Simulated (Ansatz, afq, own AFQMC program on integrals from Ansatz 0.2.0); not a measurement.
# BPHCl, singlet: AFQMC among the cluster methods

```xyz
4

Cl    0.0000   -0.2808    1.9376
B     0.0000   -0.3505    0.2476
P     0.0000   -0.3284   -1.4586
H     0.0000    0.9596   -0.7266
```

Connectivity, by distances: Cl–B–PH.

Basis cc-pVDZ. Noble-gas cores (and the filled d shells of Ga–Kr and In–Xe) are frozen. AFQMC by an in-house program on the Cholesky factors that Ansatz 0.2.0 writes for its CCSD(T) run. ph-AFQMC/CISD is guided by a CISD state made of CCSD amplitudes; releasing the constraint for a short imaginary time cuts its bias at the price of noise, slowly where states lie close. Free projection: walkers drawn from exp(T), propagated without any constraint. Its projection time is finite, and what remains of the start isn't in its error. ± is one standard error of the sampling.

Determinant: RHF, the one that the program's search chose, which needn't be the lowest solution. The geometry is a PBE0/def2-TZVP stationary point of this or a neighbouring charge and spin state.

No full CI on the walks' own integrals is used here; CCSDT(Q) serves as the reference and is uncertain by about the last step of the cluster series.

Cautions: the ph-AFQMC/HF walk drifts between its halves (2.2 errors).

The T1 diagnostic is 0.0155, the weight of the determinant in the CISD state is 0.832 and the size of the correlated space is 16 electrons in 44 orbitals.

Reference: CCSDT(Q), correlation energy -10.342 eV. The released energy is read at 2.40 1/Eh (meV from the phaseless value at times in 1/Eh: 13 ± 21 at 0.24, -16 ± 20 at 0.51, -19 ± 18 at 0.99, 12 ± 22 at 1.62, 8 ± 31 at 2.40).

```csv
level,E − E(reference) (kJ/mol),share of correlation (%)
HF,997.8,0.00
MP2,121.3,87.84
CCSD,43.1,95.69
CCSD(T),5.4,99.46
CCSDT,2.8,99.72
ph-AFQMC/HF,-18.7 ± 9.4,101.88
ph-AFQMC/CISD,1.0 ± 2.5,99.90
released AFQMC,1.8 ± 3.0,99.82
free AFQMC,4.6 ± 3.3,99.54
```

Free projections are given only where their last times agree within the noise and don't stop above the reference; a slow remainder of the start can still hide under it. Released energies are given only where the last usable release times agree within the noise; a slower fall can still hide under it.
